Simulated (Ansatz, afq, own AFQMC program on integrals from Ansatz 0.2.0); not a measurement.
# GeHO, quartet in cc-pVDZ, levels against CCSDT(Q)

```xyz
3

Ge    0.0000   -0.0350    0.2839
O     0.0000    0.0744   -1.3535
H     0.0000    1.3401    1.0261
```

Connectivity, by distances: GeH–O.

Basis cc-pVDZ. Noble-gas cores (and the filled d shells of Ga–Kr and In–Xe) are frozen. Ansatz 0.2.0 and our own AFQMC program on the same integrals; the CISD trial comes from CCSD amplitudes, and released means the phaseless constraint is let go. ± is one standard error of the sampling. No spin–orbit coupling.

Determinant: UHF, the one that the program's search chose, which needn't be the lowest solution. The geometry is a point of a scan.

No full CI on the walks' own integrals is used here; CCSDT(Q) serves as the reference and is uncertain by about the last step of the cluster series.

Cautions: no relativity below Rb; no spin-orbit coupling; inner d shell frozen; lower spins were not checked.

The T1 diagnostic is 0.0191 and the weight of the determinant in the CISD state is 0.911. The ⟨S²⟩ of the determinant is 3.763 and the size of the correlated space is 11 electrons in 31 orbitals.

```csv
level,correlation energy (eV)
MP2,-5.3166
CCSD,-6.0106
CCSD(T),-6.1310
```

(1) Estimate where AFQMC with the constraint released lies against CCSD(T) on the same integrals.

(1) 30.6 ± 15.3 meV below CCSD(T). The gap is under twice the noise, so this walk alone can't tell the two apart.

Reference: CCSDT(Q), correlation energy -6.165 eV. The released energy is read at 1.62 1/Eh, later times being too noisy (meV from the phaseless value at times in 1/Eh: -32 ± 12 at 0.24, -26 ± 13 at 0.51, -23 ± 12 at 0.99, -30 ± 15 at 1.62, -45 ± 20 at 2.40).

```tsv
level	E − E(reference) (meV)	share of correlation (%)
CCSD(T)	33.6	99.45
CCSDT	11.0	99.82
ph-AFQMC/CISD	33.4 ± 8.7	99.46
released AFQMC	3.0 ± 15.3	99.95
```

A walk keeps the symmetry of its determinant, which the program's search chose and which needn't be the lowest solution, so a lower state of the same spin and another symmetry isn't excluded. Released energies are given only where the last usable release times agree within the noise; a slower fall can still hide under it.
